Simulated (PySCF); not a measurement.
# Magnetisability: `[NH4+]`, [H$_{4}$N]+, charge +1

Cartesian coordinates in Å; atom numbers follow the order of the lines, from 1:
```xyz
5

N    -0.0065    0.0013   -0.0011
H     0.8987   -0.4892    0.0139
H     0.1088    0.9208   -0.4501
H    -0.3432    0.1302    0.9634
H    -0.6904   -0.5563   -0.5317
```

Total charge +1.

Method used: GIAO LDA/aug-pcSseg-2 magnetisability, rotational g tensor and spin-rotation constants, non-relativistic, gas phase in PySCF. Geometry: PBE0-D3(BJ)/def2-SVP.

For an ion the centre-of-mass motion in the field is neglected.

Q: What are the magnetisability and the molar susceptibility?

A: Isotropic -251 × 10⁻³⁰ J/T², or -15.1 × 10⁻⁶ cm³/mol; principal values -251, -251, -251 × 10⁻³⁰ J/T², anisotropy 0 × 10⁻³⁰ J/T² (root of half the summed squared differences of the principal values). The susceptibility is in cgs units.

Q: Split it along the inertial axes a, b, c into diamagnetic and paramagnetic parts about the centre of mass, with the quadrupole moment.

A: 
| axis | χ (10⁻⁶ cm³/mol) | diamagnetic (10⁻⁶ cm³/mol) | paramagnetic (10⁻⁶ cm³/mol) | summed x² of all electrons (Å²) | quadrupole Θ (D Å) |
| --- | --- | --- | --- | --- | --- |
| a | -15.1 | -19.7 | 4.6 | 2.3 | 0.00 |
| b | -15.1 | -19.7 | 4.6 | 2.3 | 0.00 |
| c | -15.1 | -19.7 | 4.6 | 2.3 | 0.00 |

Anisotropies 2χaa − χbb − χcc = 0.0 and 2χbb − χaa − χcc = 0.0 × 10⁻⁶ cm³/mol. Θ is traceless in Buckingham's convention.

Q: And the rotational g tensor?

A: 
```csv
axis,rotational constant (GHz),g,nuclear part,electronic part
a,177.3771,+0.6172,0.9995,-0.3823
b,177.3664,+0.6171,0.9994,-0.3823
c,177.3623,+0.6171,0.9994,-0.3823
```
Spherical top; isotopes 1H, 14N; no vibrational averaging.
